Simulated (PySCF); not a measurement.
Isomers of C3H5Cl. Method: PBE0-D3(BJ)/def2-SVP geometry optimisation, gas phase (PySCF). Energies are electronic, without zero-point or thermal terms, for one conformer each. No frequencies were run at this level. Point groups hold within 0.08 Å.

Problem. Rank from lowest to highest electronic energy at this level (kcal/mol).
A. `ClC1CC1`
B. `C/C=C\Cl` (1-chloro-1-propene(Z))
C. 2-chloro-1-propene, `C=C(C)Cl`
D. `[CH2:1]=[CH:2][CH2:3][Cl:4]` with C1–C2–C3–Cl4 124°
E. 1-chloro-1-propene(E) (`C/C=C/Cl`)

Solution. C (0.0), B (0.7), E (1.9), D (5.5), A (6.4).

As drawn, the lowest has a C=C bond outside aromatic rings, which the highest lacks; the highest has a three-membered ring, which the lowest lacks. Neighbours under 2.5 kcal/mol apart (C=C(C)Cl and C/C=C\Cl; C/C=C\Cl and C/C=C/Cl; C=CCCl and ClC1CC1) can change places with a better method, another conformer or zero-point energy. C/C=C\Cl and C/C=C/Cl are stereoisomers, 1.2 kcal/mol apart in the conformers taken.

| SMILES | E (Eh) | E rel (kcal/mol) | dipole (D) | point group | A, B, C (MHz) |
| --- | --- | --- | --- | --- | --- |
| C=C(C)Cl | -576.98692 | 0.0 | 1.53 | Cs | 9261, 5001, 3315 |
| C/C=C\Cl | -576.98574 | 0.7 | 1.52 | Cs | 14390, 3604, 2935 |
| C/C=C/Cl | -576.98390 | 1.9 | 1.81 | Cs | 41598, 2446, 2344 |
| C=CCCl | -576.97818 | 5.5 | 1.87 | C1 | 22634, 2761, 2675 |
| ClC1CC1 | -576.97668 | 6.4 | 1.78 | Cs | 16719, 3886, 3609 |

Problem. How do the relative energies change in single points at PBE0/pcSseg-1 (no added dispersion term) on the same geometries?

Solution. 
| SMILES | PBE0-D3(BJ)/def2-SVP (kcal/mol) | PBE0/pcSseg-1 (kcal/mol) | shift |
| --- | --- | --- | --- |
| C=C(C)Cl | 0.0 | 0.0 | 0.0 |
| C/C=C\Cl | 0.7 | 1.0 | +0.3 |
| C/C=C/Cl | 1.9 | 1.7 | -0.2 |
| C=CCCl | 5.5 | 4.5 | -1.0 |
| ClC1CC1 | 6.4 | 7.2 | +0.8 |

Each column counts from its own lowest isomer. The order is unchanged; the largest shift is 1.0 kcal/mol.
